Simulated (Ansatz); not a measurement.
Geometry optimisation, UKS B3LYP-D4/def2-mTZVP in Ansatz 0.2.0.

The input (input.yaml):

```yaml
crystal:
  periodic: [false, false, false]
  atoms:
    - { symbol: B, position_ang: [0.0, 0.0, -0.352694] }
    - { symbol: Cl, position_ang: [0.0, 0.0, 2.712078] }
    - { symbol: H, position_ang: [1.072283, 0.0, -0.856572] }
    - { symbol: H, position_ang: [-1.072283, 0.0, -0.856572] }
    - { symbol: H, position_ang: [0.0, 0.0, 4.05376] }
magnetization:
  spin_polarized: true
  initial_magnetization: 1
basis:
  gaussian: { orbitals: def2-mTZVP }
hamiltonian:
  xc: b3lyp
  dispersion: d4
relax:
  f_tol: 0.03
  max_steps: 50
output:
  orbitals: {}
```

Launched with:

```bash
$ ansatz run input.yaml --threads 1 --pin off --max-ram 2048MiB --backend cpu --events-out ev --progress --plain --runs-dir out
```

Question: Where does it end, and by what steps?

Answer: The forces met the threshold. After 3 steps the energy has fallen by 0.049 eV; Cl2 moved furthest, 0.30 Å.

| step | energy less start (eV) | largest force component (eV/Å) | accepted |
| --- | --- | --- | --- |
| 0 | 0.0000 | 0.991 | yes |
| 1 | -0.0399 | 0.537 | yes |
| 2 | -0.0473 | 0.275 | yes |
| 3 | -0.0487 | 0.029 | yes |

```xyz
5
Properties=species:S:1:pos:R:3
B 0.000 0.000 -0.538
Cl 0.000 0.000 3.014
H 1.071 0.000 -1.044
H -1.071 0.000 -1.044
H 0.000 0.000 4.313
```

Whether the end is a true minimum wasn't checked by a vibrational analysis.

Run time: 7.6 s on 1 thread of Arm Neoverse V2, with other jobs on the host, peak memory 0.11 GiB.
